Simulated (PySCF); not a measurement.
Mapped SMILES: `[OH:1][CH:2]1[CH2:3][CH2:4]1`. Hydrogens are named by the atom that carries them. Ha(C3), Ha(C4) are cis to O1 on the ring; Hb(C3), Hb(C4) are trans to O1 on the ring.

Level of theory: structure optimised with GFN2-xTB, J: B3LYP/pcJ-1 (without the spin–dipole term), shieldings: GIAO PBE0/pcSseg-1, in PySCF 2.14 (in vacuum, rapidly exchanging positions averaged, non-relativistic Hamiltonian, one computed conformer).

Referencing at the same level of theory: $^{1}$H (σ = 31.72 ppm) against TMS.

The spectrum was simulated from the full spin Hamiltonian at 300 MHz with 0.8 Hz Lorentzian lines, from shifts rounded to 0.01 ppm and J to 0.1 Hz, couplings under 1 Hz left out. Exchangeable protons (1H) are left uncoupled and out of the list.

(1) List the maxima of its $^{1}$H spectrum with integrals.

(2) Summarise it as multiplets with assignments.

## Answers

(1) 
Maxima in Hz from TMS (height), grouped by integral:
1H: 1022.1 (15), 1018.4 (30), 1014.7 (43), 1011.1 (59), 1007.4 (44), 1003.7 (31), 1000.1 (16)
2H: 177.2 (2), 169.7 (2), 159.3 (16), 158.7 (17), 152.9 (34), 151.2 (97), 148.5 (34), 145.5 (34), 143.8 (100), 143.4 (93), 141.1 (33), 136.4 (23), 135.8 (22), 124.2 (4), 116.9 (4)
2H: 73.3 (4), 69.6 (4), 54.2 (22), 53.7 (24), 50.7 (24), 50.0 (28), 49.1 (36), 46.2 (88), 44.6 (44), 42.7 (82), 41.0 (33), 38.8 (19), 38.2 (18), 35.1 (17), 34.6 (16), 20.3 (2), 16.8 (2)

(2) $^{1}$H NMR (300 MHz, computed): δ 3.37 (tt, J = 7.4, 3.6 Hz, 1H, H(C2)), 0.49 (m, 2H, Hb(C3)/Hb(C4)), 0.15 (m, 2H, Ha(C3)/Ha(C4)), -0.91 (br s, 1H, H(O1)). These are first-order names; overlap and second-order distortion can hide them in the list.

OH and NH positions are those of a molecule without intermolecular hydrogen bonds; in solution they move with solvent, concentration and temperature, and exchange usually removes their couplings. Splittings below 1 Hz are ignored in the labels, and close J values are merged. Couplings among chemically equivalent protons are left out too, so labels in AA′BB′ or AA′XX′ sets are apparent multiplicities. Unscaled 3J(H,H) at this level run about 10 % above measured values. Couplings to exchangeable protons are dropped.
